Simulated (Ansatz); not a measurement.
# C3H4NS: the cost of one run

Program: Ansatz 0.2.0. Level of theory: UKS B3LYP-D4/cc-pVDZ. These are calculated values, not measurements.

**1. The structure to begin with**

Bond lengths: C1–C2 1.378 Å, C2–C3 1.391 Å, C3–N4 1.152 Å, C1–H6 1.077 Å, C1–H7 1.079 Å, C2–H8 1.082 Å, S5–H9 1.329 Å. Angles: C1–C2–C3 122.6°, C1–C2–H8 121.0°, C3–C2–H8 116.3°, C2–C1–H6 119.6°, C2–C1–H7 119.9°, H6–C1–H7 116.6°, C2–C3–N4 179.2°.

As a file:

```xyz
9

C    -0.3299   -0.8352    0.2713
C     0.7682   -0.3501   -0.4057
C     0.6599    0.5484   -1.4624
N     0.5725    1.2807   -2.3471
S    -0.5639    0.7559    1.9656
H    -0.2093   -1.6496    0.9661
H    -1.3193   -0.6891   -0.1340
H     1.7719   -0.6030   -0.0915
H    -1.3500    1.5419    1.2377
```

**2. Pulling towards end A**

Springs on the bonds that form and break draw the guess towards this end; the thresholds are loose.

input.yaml reads:

```yaml
crystal:
  periodic: [false, false, false]
  atoms:
    - { symbol: C, position_ang: [-0.3299, -0.8352, 0.2713] }
    - { symbol: C, position_ang: [0.7682, -0.3501, -0.4057] }
    - { symbol: C, position_ang: [0.6599, 0.5484, -1.4624] }
    - { symbol: "N", position_ang: [0.5725, 1.2807, -2.3471] }
    - { symbol: S, position_ang: [-0.5639, 0.7559, 1.9656] }
    - { symbol: H, position_ang: [-0.2093, -1.6496, 0.9661] }
    - { symbol: H, position_ang: [-1.3193, -0.6891, -0.134] }
    - { symbol: H, position_ang: [1.7719, -0.603, -0.0915] }
    - { symbol: H, position_ang: [-1.35, 1.5419, 1.2377] }
magnetization:
  spin_polarized: true
  initial_magnetization: 1
basis:
  gaussian: { orbitals: cc-pVDZ }
hamiltonian:
  xc: b3lyp
  dispersion: d4
relax:
  f_tol: 0.15
  max_steps: 25
  restrain: [{ distance: [0, 4], at: 3.11, k: 30.0 }]
output:
  orbitals: {}
```

The run is started by

```bash
ansatz run input.yaml --threads 2 --pin off --max-ram 3072MiB --backend cpu --events-out ev --progress --plain --runs-dir out
```

**Question.** How long does this run take on 2 threads of Intel Xeon at 2.60GHz (Ice Lake), shared host, and how much memory does it need?

About 34 s, with a peak of 0.29 GiB.
